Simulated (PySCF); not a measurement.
Bonds broken one at a time in the series B NH2-H. Gas-phase values, no solvent. Strings in code marks are SMILES.

The numbers are results of B3LYP-D3(BJ)/def2-TZVP run with PySCF, not measurements. B3LYP has the VWN-RPA correlation part, as in Gaussian. 

| species | dipole moment (D) |
|---|---|
| whole molecule (`NB(N)N`) | 0.02 |
| radical fragment (`[NH2]`) | 1.94 |
| whole molecule (`BN`) | 1.97 |
| whole molecule (`B`) | 0.00 |
